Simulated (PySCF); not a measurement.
The numbers are results of PySCF with PBE-D3(BJ)/def2-TZVP // B3LYP-D3(BJ)/def2-TZVP, not measurements. All species are isolated molecules in the gas phase. One relaxed conformer stands for a flexible species; it need not be the lowest. Excitations are Tamm–Dancoff values on a coarser integration grid. The basis has no diffuse functions, so Rydberg states are missing or too high.

Reference species (SMILES): `CS` (neutral, multiplicity 1).

- HOMO–LUMO gap: 5.09 eV
- S1 excitation (TDA): 5.25 eV
- LUMO: -0.42 eV

Changed species: `OS` (H–O–S–H torsion 91°) (X = hydroxy; the reference has X = methyl).

### Question
What does the change do to the HOMO–LUMO gap, S1 excitation (TDA) and LUMO?

### Answer
the HOMO–LUMO gap falls by 1.19 eV, to 3.90 eV; the S1 excitation (TDA) drops by 0.95 eV, to 4.30 eV; the LUMO falls by 1.43 eV, to -1.85 eV.
